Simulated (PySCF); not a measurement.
## Electronic absorption of cyclopentanone

Compound: cyclopentanone, C5H8O.
SMILES: `O=C1CCCC1`

Computed with TDDFT CAM-B3LYP/def2-SVPD, vertical, gas phase, core orbitals frozen in the response in PySCF. Isolated species at its GFN2-xTB geometry (one conformer only).

```csv
state,E (eV),E (kJ/mol),λ (nm),f,symmetry,"main configurations (H = HOMO, L = LUMO)"
S1,4.31,416,287.6,0.0001,–,H→L (94%)
S2,6.92,668,179.2,0.020,B,"H→L+1 (80%), H→L+3 (17%)"
S3,7.82,755,158.5,0.011,B,"H→L+3 (69%), H→L+1 (17%)"
S4,7.96,768,155.7,0.0014,–,"H→L+4 (71%), H→L+2 (12%)"
S5,7.99,771,155.2,0.021,A,"H→L+2 (69%), H→L+4 (15%), H→L+6 (8%)"
S6,8.39,809,147.8,0.031,B,H-1→L (92%)
S7,8.49,819,146.1,0.079,A,"H-2→L (48%), H-4→L (40%)"
S8,8.56,825,144.9,0.041,A,"H-4→L (53%), H-2→L (31%)"
```

Triplets (Tamm–Dancoff): T1 3.79 eV, H→L (93%); T2 5.97 eV, H-2→L (78%); T3 6.81 eV, H→L+1 (76%), H→L+3 (19%).

The lowest singlet lies at 4.31 eV (288 nm, ultraviolet) and is dark (f under 0.0005); its leading configuration is HOMO→LUMO (94%). The strongest level in the table is S7 at 8.49 eV (146 nm, f = 0.079). S1 has the pattern of n→π* at C=O. Of the 8 states listed, 6 reach f = 0.01 and 1 stays under 0.0005. Weighted by f, the mean energy of these states is 8.24 eV. The oscillator strengths of these states sum to 0.205; summed over the whole spectrum of an exact calculation they would give the number of electrons, 46 (Thomas–Reiche–Kuhn). Symmetry labels in C2 follow from the direction of the transition dipole and are given only for states with f of 0.002 or more. The window holds the lowest 8 singlets.

Hardware: an x86-64 server with one thread, no GPU, on a shared host. Cost: 32 s wall.
